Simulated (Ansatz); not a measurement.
A calculation with Ansatz (development build ahead of 0.2.0).

```yaml
crystal:
  periodic: [false, false, false]
  atoms:
    - { symbol: O, position_ang: [0.0, 0.0, 0.0] }
    - { symbol: H, position_ang: [0.0, 0.0, 3.0] }
basis:
  gaussian: { orbitals: pcseg-2 }
total_charge: 1
magnetization:
  initial_magnetization: 2
hamiltonian:
  xc: pbe
```

The input is written out in the form of the current development build from the run's settings.

Results

* Converged: yes
* Total energy: -75.05454 hartree
* Spin squared of the determinant: 2.000
* Stability test: minimum among restricted orbitals

Caution: stretched shape with no unrestricted run beside it, a lower state can exist; charge can spread falsely over distant fragments.
